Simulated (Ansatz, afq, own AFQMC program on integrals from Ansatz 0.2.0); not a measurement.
BH$_{3}$ + CN, doublet in cc-pVDZ along one coordinate

```yaml
atoms:
  - { symbol: B, position_ang: [-2.1279, 0.0000, 0.0000] }
  - { symbol: H, position_ang: [-2.7246, 1.0336, 0.0000] }
  - { symbol: H, position_ang: [-2.7246, -1.0336, 0.0000] }
  - { symbol: H, position_ang: [-0.8349, 0.0000, 0.0000] }
  - { symbol: N, position_ang: [1.6632, 0.0000, 0.0000] }
  - { symbol: C, position_ang: [0.5031, 0.0000, 0.0000] }
```

A hydrogen atom is moved from one rigid fragment to the other; the B1–H4 distance tells how far. The two fragments are held close together, so this isn't a minimum-energy path and the start is a compressed complex. Energies in kcal/mol count from this geometry (1.293 Å) at the same level; the start stands on UHF, each point on the determinant named.

Basis cc-pVDZ. Only valence electrons are correlated. AFQMC by an in-house program on the Cholesky factors that Ansatz 0.2.0 writes for its CCSD(T) run. The CISD trial takes its coefficients from CCSD amplitudes. Released means that phaseless walkers are propagated on without the constraint, phases kept. Uncertainties: one standard error, sampling alone.

Cautions, each for one point or more: higher spins were not checked; raised T1 diagnostic; unrestricted determinant spin contaminated.

```
r(B1–H4) / Å  det.     T1  weight  ⟨S²⟩  CCSD(T)  ph-AFQMC/CISD  released AFQMC  CCSDT(Q)  r2SCAN  PBE0
       1.342   UHF  0.042    0.80  0.97     -1.4     -1.3 ± 0.3     -1.2 ± 0.3*      -1.3    -1.3  -1.5
       1.392   UHF  0.040    0.81  0.95     -2.7     -2.7 ± 0.3     -2.7 ± 0.3*      -2.5    -2.4  -2.8
       1.442   UHF  0.037    0.81  0.91     -3.8     -3.4 ± 0.3     -3.4 ± 0.3*      -3.6    -3.2  -3.8
       1.541   UHF  0.032    0.83  0.86     -4.3     -3.8 ± 0.3     -4.0 ± 0.3*      -3.9    -2.9  -3.7
```

Weight is that of the determinant in the CISD state; at the start T1 is 0.045 and the weight 0.80, and ⟨S²⟩ is 1.00. An asterisk marks released energies that aren't shown to be converged. Largest departures from phaseless AFQMC with a CISD trial: CCSD(T) -0.5 kcal/mol at 1.541 (on UHF) (within the noise), CCSDT(Q) 0.2 kcal/mol at 1.392 (on UHF) (within the noise), r2SCAN 0.9 kcal/mol at 1.541, PBE0 -0.3 kcal/mol at 1.442 (within the noise). The walk's constraint bias lies outside its error bars, so these are departures and not errors. Functionals count only at points shown to share the start's state and spin. In this small basis the wave-function levels are far from their limit, so their gap to the functionals isn't the functionals' error.

Some points may be missing: those where a free walk finds a much lower state, and past Zn most of those on another determinant than at the start.

CCSDT and higher add their correlation energy to the determinant of the CCSD(T) run, since their own runs factorise the integrals more tightly (a shift of under 2 meV). A walk keeps the symmetry of its determinant, which the program's search chose and which needn't be the lowest solution, so a lower state of the same spin and another symmetry isn't excluded.
